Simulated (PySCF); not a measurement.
**How the method changes the constants of CF⁻**

State: ³Σ⁻ (triplet), unpaired electrons π ↑↑. Set-up: C aug-pcseg-1, F aug-pcseg-1; no relativity (PySCF 2.14). De refers to C + F⁻ in their high-spin ground configurations, without counterpoise correction. The functionals are run spin-unrestricted. A positive dipole points towards F; it is taken about the centre of mass and depends on that origin.

```csv
Level,Re (Å),ωe (cm⁻¹),De (eV),μ (D)
UHF,1.455,752,n/a,2.99
UHF-MP2,1.476,726,2.39,n/a
UHF-SCS-MP2,1.483,710,2.25,n/a
UHF-CCSD,1.471,729,2.34,n/a
UHF-CCSD(T),1.477,708,2.42,n/a
PBE,1.442,768,3.22,3.81
PBEsol,1.424,811,3.50,3.95
revPBE,1.456,740,3.01,3.73
PW91,1.444,764,3.22,3.73
r²SCAN,1.446,765,3.12,3.65
PBE0,1.429,808,3.05,3.62
HSE06,1.432,799,3.03,3.60
```

The bond length runs from 1.424 Å (PBEsol) to 1.483 Å (UHF-SCS-MP2). De spans 2.25 eV (UHF-SCS-MP2, perturbation theory) to 3.50 eV (PBEsol, GGA).

Correlated steps freeze 2 core orbitals. Correlated levels converge slowly with the basis: in double zeta they bind strong bonds too weakly, by up to about 1 eV, and carry superposition errors of some tenths. For an ion De counts to the pair picked by the measured ionisation energies or electron affinities, which need not be the lowest pair at this level. The highest Kohn–Sham level is positive in this anion. Much of that is self-interaction error, but it also means that the finite basis helps to hold the extra electron. The state is the lowest determinant that a PBE0 search found; another state may lie lower at other levels.

The whole job (state search and all levels along the bond) took about 1.8 min on 1 thread of Arm Neoverse V1 (shared host), peak memory 0.55 GiB.
